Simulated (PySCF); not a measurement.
Compound: C4H6FN.
InChI=1S/C4H6FN/c5-2-1-4-3-6-4/h3-4H,1-2H2/t4-/m1/s1

The calculation used PySCF 2.14.0, density-fitted response routines, TDDFT wB97X-D/def2-SVPD, vertical, gas phase, core orbitals frozen in the response. Geometry: GFN2-xTB, one conformer, isolated molecule. Torsions of this conformer, `[F:1][CH2:2][CH2:3][C@@H:4]1[CH:5]=[N:6]1`: F1–C2–C3–C4 -66°, C2–C3–C4–C5 27°.

Each state is given a Gaussian of 0.4 eV full width at half maximum, with ε(max) = 2.175×10⁸ f / Δν̃ (Δν̃ the width in cm⁻¹). The width is an assumption, not a result. The curve ends short of the highest state used, and states not computed would add to its high-energy end.

```tsv
E (eV)	ε (L mol⁻¹ cm⁻¹)
4.48	0
4.64	1
4.80	5
4.97	16
5.13	19
5.29	9
5.46	2
5.62	0
5.78	0
5.95	0
6.11	0
6.28	0
6.44	4
6.60	70
6.77	579
6.93	1687
7.09	2025
7.26	930
7.42	179
7.58	19
7.75	35
7.91	109
8.08	230
8.24	772
```

Problem. Locate the maxima and give the states behind the curve.

Solution. 244 nm (5.08 eV), ε about 20, made up of S1 (100%); 176 nm (7.04 eV), ε about 2100, made up of S2 (100%) (ε in L mol⁻¹ cm⁻¹; maxima over ε = 5, shares over 10%). At its high-energy end, 8.24 eV, the curve is still rising (ε about 770, from S5 and S7). The states used: S1 5.08 eV (f 0.0003); S2 7.04 eV (f 0.031); S3 7.92 eV (f 0.0002); S4 8.05 eV (f 0.0020); S5 8.50 eV (f 0.025); S6 8.65 eV (f 0.011); S7 8.66 eV (f 0.036); S8 8.84 eV (f 0.031).

Problem. Coming from long wavelengths, where does ε first pass 100 L mol⁻¹ cm⁻¹?

Solution. At about 187 nm (6.62 eV), 1.55 eV above S1.

Problem. On this curve, what absorbance would a 10⁻⁴ mol/L sample give at 254 nm over a 1 cm path?

Solution. 254 nm is 4.881 eV, where ε is about 10 L mol⁻¹ cm⁻¹, so A = ε c l ≈ 0.001 (Beer–Lambert, with the gas-phase spectrum and the assumed width).

Problem. What would ε be at 7.04 eV, the highest of these maxima, with half the width (0.2 eV)?

Solution. About 4210 L mol⁻¹ cm⁻¹ against 2100, a factor of about 2.00; a lone state at its own centre would give exactly 2.

The run took 27 s wall on one thread, Arm Neoverse V2, no GPU (shared host).
